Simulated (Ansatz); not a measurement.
**One shape, several levels: SOF2 (thionyl fluoride)**

Wanted: a comparison of 6 runs (CAM-B3LYP/STO-3G, PBE0/STO-3G, UPBE0/STO-3G, revPBE/STO-3G, UMP2/STO-3G, BCCD(T)/STO-3G) of SOF2 (thionyl fluoride). 

The calculation is run with Ansatz 0.2.0.

70 further runs of the same task are left out: 9 that didn't finish, 61 set aside as unsound or not needed.

## (1) The structure to begin with

SOF2 has 4 atoms, charge 0, and is taken as a singlet. SMILES: `O=S(F)F`. The F3–S2 distance was set to 2.382 Å, away from the relaxed value. At this shape a bond of the SMILES string is far longer than usual.

Bond lengths: O1–S2 1.419 Å, S2–F4 1.588 Å. Angles: O1–S2–F4 106.4°.

## (2) The energy at CAM-B3LYP/STO-3G (run 1)

The input, job.yaml:

```yaml
crystal:
  periodic: [false, false, false]
  atoms:
    - {symbol: O, position_ang: [1.418935, -0.548581, -1.140846]}
    - {symbol: S, position_ang: [0.335235, -1.041381, -0.368746]}
    - {symbol: F, position_ang: [-1.124400, 0.804200, 0.000400]}
    - {symbol: F, position_ang: [0.829835, -1.059781, 1.140054]}
basis:
  gaussian: {orbitals: STO-3G}
hamiltonian: {xc: {name: CAM-B3LYP}}
accuracy: high
```

Launch:

```
$ ansatz run job.yaml --threads 1 --pin off --max-ram 2610MiB --events-out events.jsonl --progress --plain --runs-dir runs
```

What it wrote:

```text
Warning: RAYON_NUM_THREADS=1 ignored (pool sized by the plan → 1); use --threads N
Functional definition: CAM-B3LYP
  name "CAM-B3LYP"
  parameter alpha = 0.19
  parameter beta = 0.46
  parameter omega = 0.33/bohr
  parameter ac = 0.81
  exchange = (1 - alpha - beta)*b88_x + beta*b88_x_sr(omega) + alpha*exact_x + beta*exact_x_lr(omega)
  correlation = (1 - ac)*vwn5_c + ac*lyp_c
441 factors; integrals over basis functions are off by at most 2.8e-8 eV
164 factors; integrals over basis functions are off by at most 8.3e-10 eV
mean field evaluation 1: about -18066.4766 eV, gradient 3.9e1 eV
mean field evaluation 2: about -17772.4860 eV, gradient 2.2e2 eV
mean field evaluation 4: about -18076.5403 eV, gradient 1.2e1 eV
mean field evaluation 8: about -18077.2308 eV, gradient 3.5e-1 eV
mean field evaluation 16: about -18077.2495 eV, gradient 2.3e-4 eV
mean field -18077.24950120 eV, -664.3266659693 hartree, gradient 6.6e-8 eV, S^2 0.000000; 0 other end points of the search recorded, 0 dependent functions left out
reference -18077.24950995 eV, -664.3266662908 hartree; 21, 21 occupied and 3, 3 virtual orbitals, 441 factors
Total energy: -18077.24950995 eV, -664.3266662908 hartree
```

Wall time 1.5 s (1 thread of Arm Neoverse V1, shared host); peak memory 0.098 GiB.

## (3) The energy at PBE0/STO-3G (run 2)

job.yaml: that of step 2 with these lines changed.

```diff
@@ -8,4 +8,6 @@
 basis:
-  gaussian: {orbitals: STO-3G}
-hamiltonian: {xc: {name: CAM-B3LYP}}
+  gaussian:
+    orbitals: STO-3G
+hamiltonian:
+  xc: {name: PBE0}
 accuracy: high
```

Launch:

```
$ ansatz run job.yaml --threads 1 --pin off --max-ram 2610MiB --events-out events.jsonl --progress --plain --runs-dir runs
```

What it wrote:

```text
Warning: RAYON_NUM_THREADS=1 ignored (pool sized by the plan → 1); use --threads N
Functional definition: PBE0
  name "PBE0"
  parameter a = 0.25
  parameter kappa = 0.804
  parameter beta = 0.06672455060314922
  exchange = (1 - a)*pbe_x(kappa = kappa, mu = beta*pi^2/3) + a*exact_x
  correlation = pbe_c(beta = beta)
441 factors; integrals over basis functions are off by at most 2.8e-8 eV
mean field evaluation 1: about -18060.4651 eV, gradient 4.0e1 eV
mean field evaluation 2: about -17713.0468 eV, gradient 1.0e2 eV
mean field evaluation 4: about -18063.9846 eV, gradient 3.5e1 eV
mean field evaluation 8: about -18068.3382 eV, gradient 2.5e1 eV
mean field evaluation 16: about -18071.4220 eV, gradient 9.0e-5 eV
mean field -18071.42199540 eV, -664.1125090810 hartree, gradient 2.0e-8 eV, S^2 0.000000; 0 other end points of the search recorded, 0 dependent functions left out
reference -18071.42199607 eV, -664.1125091057 hartree; 21, 21 occupied and 3, 3 virtual orbitals, 441 factors
Total energy: -18071.42199607 eV, -664.1125091057 hartree
```

Wall time 1.6 s (1 thread of Arm Neoverse V1, shared host); peak memory 0.098 GiB.

Runs 3 to 5 aren't shown in full; the table further down has their settings and results.

## (4) A single-point energy at BCCD(T)/STO-3G (run 6)

The input, in.yaml:

```yaml
crystal:
  periodic: [false, false, false]
  atoms:
    - {symbol: O, position_ang: [1.418935, -0.548581, -1.140846]}
    - {symbol: S, position_ang: [0.335235, -1.041381, -0.368746]}
    - {symbol: F, position_ang: [-1.124400, 0.804200, 0.000400]}
    - {symbol: F, position_ang: [0.829835, -1.059781, 1.140054]}
basis:
  gaussian:
    orbitals: STO-3G
correlation:
  method: bccd_t
  frozen_orbitals: {F: 1, O: 1, S: 5}
accuracy: high
scf:
  omitted_lower_state_checks: [cluster_reference, increment]
```

Launch:

```
$ ansatz run in.yaml --threads 1 --pin off --max-ram 2610MiB --events-out events.jsonl --progress --plain --runs-dir runs
```

What it wrote:

```text
Warning: RAYON_NUM_THREADS=1 ignored (pool sized by the plan → 1); use --threads N
[... 13 lines left out ...]
8 core orbitals not correlated: weight in the atoms' cores, before any rotation towards them, 1.000 or more for the frozen orbitals, at most 0.000 for the correlated occupied ones
[... 60 lines left out ...]
WARN: these amplitudes may be one of several solutions (largest doubles amplitude 0.64, level shift 12.21 eV)
Total energy: -18041.53961958 eV, -663.0143520248 hartree
Checks for a lower state left out: cluster_reference, increment
```

It took 0.56 s on 1 thread of Arm Neoverse V1, shared host.

## (5) The series

| run | level | frozen core orbitals | energy (Eh) | wall time |
| --- | --- | --- | --- | --- |
| 1 | CAM-B3LYP/STO-3G | – | -664.326666 | 1.5 s |
| 2 | PBE0/STO-3G | – | -664.112509 | 1.6 s |
| 3 | UPBE0/STO-3G | – | -664.145983 | 5.7 s |
| 4 | revPBE/STO-3G | – | -664.362632 | 1.4 s |
| 5 | UMP2/STO-3G | 8 | -662.970912 | 0.89 s |
| 6 | BCCD(T)/STO-3G | 8 | -663.014352 | 0.56 s |

## (6) What came out

| quantity | value |
| --- | --- |
| run 6: total energy | -663.01435 Eh |
| run 6: correlation energy (8 core orbitals frozen) | -299.1 mEh |
| run 6: (T) correction | -28.05 mEh |

**Reading.** Totals of different functionals can't be ranked against each other. In run 6 the log says that unrestricted orbitals would lower the reference, so the values rest on an unstable closed-shell determinant (other closed-shell runs at this shape may share the fault). In runs 1, 2, 3, 4, 5, 6 the basis is minimal, so the values are rough. Spin contamination of the reference: run 5 ⟨S²⟩ = 0.98, run 3 ⟨S²⟩ = 0.80. Where it is this large, the reference is a mixture of spin states, and values that rest on it are in doubt. All runs together took 12 s, the longest 5.7 s.
